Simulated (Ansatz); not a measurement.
# C4H10O2: up Jacob's ladder to CCSD(T)

The task here is to estimate one member of a computed series from the others.

Method: functionals in def2-TZVPP, the program's frozen cores in correlated methods; program: Ansatz 0.2.0, Gaussian basis.

Plan: LDA (SPW92), PBE-D4, revPBE-D4, BLYP-D4, r2SCAN-D4, B97M-V, PBE0-D4, B3LYP-D4, r2SCANh-D4, r2SCAN0-D4, HSE06-D4, BHLYP-D4, CAM-B3LYP-D4, LC-ωPBE, ωB97X-V, ωB97M-V, B2PLYP, PBE-QIDH; CCSD(T)/def2-SVP; CCSD(T)/def2-TZVPP; MP2/def2-QZVPP; extrapolation to the limit; RPA on PBE.

**Structure used throughout**

An earlier PBE0-D4 in a triple-zeta def2 set relaxation fixed the geometry.

SMILES `COCCOC`, 16 atoms, charge 0, spin multiplicity 1.

Atoms are counted from 1 here; the program's logs count them from 0.

Bond lengths: C1–O2 1.407 Å, C1–H7 1.094 Å, C1–H8 1.099 Å, C1–H9 1.091 Å, O2–C3 1.403 Å, C3–C4 1.510 Å, C3–H10 1.094 Å, C3–H11 1.100 Å, C4–O5 1.405 Å, C4–H12 1.103 Å, C4–H13 1.101 Å, O5–C6 1.400 Å, C6–H14 1.099 Å, C6–H15 1.099 Å, C6–H16 1.090 Å. Angles: O2–C1–H7 112.2°, O2–C1–H8 111.0°, O2–C1–H9 106.9°, H7–C1–H8 108.4°, H7–C1–H9 109.5°, H8–C1–H9 108.8°, C1–O2–C3 114.7°, O2–C3–C4 114.5°, O2–C3–H10 106.3°, O2–C3–H11 110.8°, C4–C3–H10 107.8°, C4–C3–H11 109.2°, H10–C3–H11 108.0°, C3–C4–O5 110.5°, C3–C4–H12 108.8°, C3–C4–H13 109.3°, O5–C4–H12 110.1°, O5–C4–H13 110.5° and more.

The first run:

The input, in.yaml:

```yaml
crystal:
  periodic: [false, false, false]
  atoms:
    - {symbol: C, position_ang: [0.628791, -0.973611, 1.949631]}
    - {symbol: O, position_ang: [1.586014, -0.475317, 1.047243]}
    - {symbol: C, position_ang: [1.266501, -0.660374, -0.305797]}
    - {symbol: C, position_ang: [0.344139, 0.387769, -0.880802]}
    - {symbol: O, position_ang: [-0.970556, 0.187058, -0.429131]}
    - {symbol: C, position_ang: [-1.855035, 1.156746, -0.916105]}
    - {symbol: H, position_ang: [-0.314619, -0.422553, 1.897240]}
    - {symbol: H, position_ang: [0.421178, -2.035431, 1.757363]}
    - {symbol: H, position_ang: [1.053866, -0.874818, 2.949257]}
    - {symbol: H, position_ang: [2.212575, -0.611275, -0.853481]}
    - {symbol: H, position_ang: [0.830463, -1.656747, -0.470809]}
    - {symbol: H, position_ang: [0.379725, 0.327388, -1.981448]}
    - {symbol: H, position_ang: [0.703070, 1.386729, -0.589387]}
    - {symbol: H, position_ang: [-1.894466, 1.149429, -2.014759]}
    - {symbol: H, position_ang: [-1.568106, 2.165730, -0.588546]}
    - {symbol: H, position_ang: [-2.846740, 0.926576, -0.526068]}
basis:
  gaussian: {orbitals: def2-TZVPP}
hamiltonian: {xc: lda}
output: {orbitals: {seedname: orbitals}}
```

Launch:

```
$ ansatz run in.yaml --threads 2 --pin off --events-out ev --progress --plain --max-ram 32768MiB --backend cuda --devices 0, --max-vram 18GiB
```

Among the steps run: LDA; PBE-D4 (GGA); revPBE-D4 (GGA); BLYP-D4 (GGA); r2SCAN-D4 (meta-GGA); B97M-V (meta-GGA); PBE0-D4 (hybrid); B3LYP-D4 (hybrid); r2SCANh-D4 (hybrid); r2SCAN0-D4 (hybrid); HSE06-D4 (hybrid); BHLYP-D4 (hybrid); CAM-B3LYP-D4 (range-separated); LC-ωPBE (range-separated); ωB97X-V (range-separated); ωB97M-V (range-separated); B2PLYP (double hybrid); PBE-QIDH (double hybrid).

One table of the session follows, with a row left open; its other results are not shown here.

It belongs to the step «Orbital energies across the functionals». 

```
  functional  HOMO (eV)  LUMO (eV)  gap (eV)
 LDA (SPW92)      -5.72       0.30      6.01
      PBE-D4      -5.61       0.50      6.10
   revPBE-D4      -5.56       0.59      6.15
     BLYP-D4      -5.54       0.49      6.02
   r2SCAN-D4      -5.91       1.20      7.11
      B97M-V      -6.11       0.65      6.76
     PBE0-D4      -7.17       1.33      8.49
    B3LYP-D4      -6.95       0.98      7.92
  r2SCANh-D4      -6.50       1.45      7.95
  r2SCAN0-D4      -7.39       1.81      9.20
    HSE06-D4      -6.76       0.95      7.72
    BHLYP-D4      -8.71       1.93     10.64
CAM-B3LYP-D4      -8.62       2.09     10.71
     LC-ωPBE      -9.90       3.40     13.31
     ωB97X-V      -9.62       3.19     12.82
     ωB97M-V          ?          ?         ?
```

**Question.** Estimate the row for ωB97M-V.

As computed: HOMO (eV): -9.57; LUMO (eV): 2.79; gap (eV): 12.36. In the column «HOMO (eV)» it lies between ωB97X-V (-9.62) and BHLYP-D4 (-8.71).
